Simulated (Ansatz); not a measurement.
C5H6S (`C#CC(=C)SC`), relaxed with RKS PBE0-D4/def2-TZVP in the Gaussian-basis code of Ansatz from a PBE-D4/def2-SVP geometry. The force threshold is 0.005 eV/Å; the program also tests the step.

Total charge 0; spin multiplicity 1.

Start:

```xyz
12

C     1.641   -1.217   -1.008
C     1.036   -0.228   -0.607
C     0.290    0.884   -0.116
C     0.849    2.100    0.130
S    -1.478    0.678    0.069
C    -1.627   -1.073    0.545
H     2.193   -2.073   -1.369
H     1.910    2.281   -0.095
H     0.243    2.924    0.535
H    -2.715   -1.271    0.604
H    -1.165   -1.269    1.534
H    -1.177   -1.734   -0.221
```

| step | energy (eV) | largest force (eV/Å) | largest move (Å) |
| --- | --- | --- | --- |
| 1 | -16107.6721 | 1.316 | 0.000 |
| 2 | -16107.7582 | 0.262 | 0.045 |
| 3 | -16107.7642 | 0.118 | 0.021 |
| 4 | -16107.7646 | 0.050 | 0.013 |
| 5 | -16107.7650 | 0.022 | 0.007 |
| 6 | -16107.7651 | 0.009 | 0.009 |
| 7 | -16107.7651 | 0.016 | 0.013 |
| 8 | -16107.7651 | 0.013 | 0.009 |
| 9 | -16107.7651 | 0.005 | 0.007 |
| 10 | -16107.7651 | 0.003 | 0.002 |

End:

```xyz
12

C     1.637   -1.189   -1.031
C     1.031   -0.232   -0.628
C     0.277    0.864   -0.133
C     0.833    2.048    0.144
S    -1.472    0.657   -0.002
C    -1.613   -1.046    0.556
H     2.191   -2.023   -1.393
H     1.884    2.220   -0.048
H     0.239    2.861    0.543
H    -2.683   -1.256    0.594
H    -1.185   -1.176    1.549
H    -1.140   -1.727   -0.151
```

It took 46 s on 4 threads of a server CPU on a shared host, with 0.68 GiB of host memory at the peak.
